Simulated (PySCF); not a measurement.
Diamond-structure Ge: correlation energy from several methods in one and the same small orbital space (PySCF; 2 atoms at the zone centre, 8 electrons in 58 orbitals, empty ones MP2 natural orbitals of a TZ basis, lattice constant set to 5.48826 Å). Its volume lies 9 % below that of the crystal's usual cell. It tests the methods against each other and lies far from the crystal's limit.

```
method    E_corr (eV per atom)  share of CCSDT(Q) (%)  difference (meV)
--------  --------------------  ---------------------  ----------------
MP2                    -1.8940                   67.6               907
CCSD                   -2.6417                   94.3               159
CCSD(T)                -2.7499                   98.2                51
CCSDT                  -2.7898                   99.6                11
CCSDT(Q)               -2.8007                  100.0                 0
```

MP2, (T) and (Q) use filled levels shifted down by the Madelung term, which in so small a cell is a large part of the gap, so these rows hang on it.

CCSDT(Q) is the highest level reached here, not an exact value.
